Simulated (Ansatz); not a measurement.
System: SO2, charge 0, triplet. This triplet is an excited state, 3.2 eV above the singlet at CCSD(T)/cc-pV(5+d)Z (Ansatz, a quantum-chemistry and plane-wave program). SO2 (parent SMILES O=S=O, triplet).
B3LYP-D3(BJ)/def2-TZVP minimum from Ansatz:
```
S
O 1 1.5003
O 1 1.5003 2 125.56
```
Charge 0, spin multiplicity 3.

Total energies in cc-pV(D+d)Z, 18 correlated electrons, 7 frozen orbitals. Open shells are spin-unrestricted; no spin-orbit coupling. Correlated methods leave the cores frozen. No relativity. The UHF reference of O2S (parent SMILES O=S=O, triplet) is spin-contaminated (<S^2> up to 0.09 over the pure value in the sets run). The determinant of O2S (parent SMILES O=S=O, triplet) is a saddle point of the SCF energy; a lower one exists, which strains HF and MP2. The spin of O2S (parent SMILES O=S=O, triplet) was assumed, and the state is the lowest solution found for it.

| method | program | energy (Eh) | minus CCSDT(Q) (mEh) |
|---|---|---|---|
| HF | Ansatz | -547.11724 | 526.60 |
| MP2 | Ansatz | -547.60882 | 35.01 |
| CCSD | Ansatz | -547.61915 | 24.68 |
| CCSD(T) | Ansatz | -547.63934 | 4.49 |
| CCSDT(Q) | Ansatz | -547.64383 | 0.00 |
